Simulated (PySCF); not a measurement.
Phosphorus: a sound run and one with changed settings

Sound run: P [Ne] 3s2 3p3, P+ [Ne] 3s2 3p2. All numbers are calculated (PySCF 2.14, scalar relativity by spin-free X2C-1e, in aug-cc-pVDZ-DK). The sound run starts from symmetry-adapted Hartree-Fock orbitals and uses a fine grid where one is needed.

Changed run: 26 angular points. This setting is unsound on purpose.

```tsv
species	method	sound run (hartree)	changed run (hartree)	converged
P	UHF	-341.52431	-341.52431	yes
P	MN15	-342.07109	-342.07109	yes
P	TPSS	-342.10146	-342.10146	yes
P+	UHF	-341.15940	-341.15940	yes
P+	MN15	-341.68746	-341.68680	yes
P+	TPSS	-341.71535	-341.71541	yes
```

Ionisation energy of P:

```
method  sound run (eV)  changed run (eV)
   UHF           9.930             9.930
  MN15          10.439            10.457
  TPSS          10.507            10.505
```

A coarse angular grid integrates products of high-l functions wrongly, so density functionals can shift, and the SCF can exploit the error; Hartree-Fock and MP2 need no grid.

For comparison, NIST gives 10.487 eV between the lowest levels.
